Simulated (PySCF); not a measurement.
CS2: bending curve

Level of theory: PBE0 in PySCF with C def2-TZVP, S def2-TZVP; no relativity; density-fitted integrals.

Rigid scan from the singlet minimum (C–S 1.548 Å (×2); S–C–S 180.0°). Coordinate: the S–C–S angle, bonds fixed. Energies in kJ/mol from the minimum.

| bond angle (°) | E (kJ/mol) | dipole size (D) |
| --- | --- | --- |
| 80 | 393.8 | 1.83 |
| 90 | 404.9 | 1.67 |
| 100 | 563.5 | 0.33 |
| 110 | 378.9 | 0.49 |
| 120 | 251.3 | 0.53 |
| 130 | 161.4 | 0.50 |
| 140 | 97.6 | 0.42 |
| 150 | 52.7 | 0.33 |
| 160 | 22.8 | 0.22 |
| 170 | 5.6 | 0.11 |
| 180 | 0.0 | 0.00 |
